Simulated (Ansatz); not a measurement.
A made-up structure of CH2NSi, doublet:

```json
{"atom": "C1", "x (Å)": "-0.5364", "y (Å)": "-0.5793", "z (Å)": "-0.1762"}
{"atom": "N2", "x (Å)": "-0.0766", "y (Å)": "-0.4768", "z (Å)": "1.0071"}
{"atom": "Si3", "x (Å)": "1.0122", "y (Å)": "0.3139", "z (Å)": "-0.1986"}
{"atom": "H4", "x (Å)": "-0.1631", "y (Å)": "-0.9294", "z (Å)": "1.9171"}
{"atom": "H5", "x (Å)": "1.0440", "y (Å)": "1.8108", "z (Å)": "-0.0969"}
```

It is relaxed with PBE-D4/def2-SVP and then PBE0-D4/def2-TZVP (Ansatz 0.2.0). Atoms count as bonded within 1.22 times the sum of their covalent radii (H–H: 0.88 Å). The end point is not checked to be a true minimum.

(1) Does its bonding change? (Judge from chemistry; the calculation decides.)

Answers

(1) Computed: No: no bond forms or breaks.

Where it ends: The first stage lowers the energy by 0.80 eV in 12 steps. It ends as CH₂NSi ([C]1[NH][SiH]1):
```xyz
5
angstrom
C -0.6155 -0.4894 -0.0807
N 0.0250 -0.5587 0.9731
Si 1.2322 0.2945 -0.4203
H -0.2166 -0.8056 1.9284
H 0.8551 1.6985 0.0521
```

Labels in which every atom is bracketed show which atoms are joined, not bond orders.

For scale, one of the runs: PBE0-D4/def2-TZVP relaxation, 111 basis functions, launched by `ansatz run in.yaml --threads 2 --pin off --events-out ev --progress --plain --max-ram 4352MiB`. Hardware: 2 CPU threads of an Arm Neoverse V2, shared host. Wall time about 20 s.
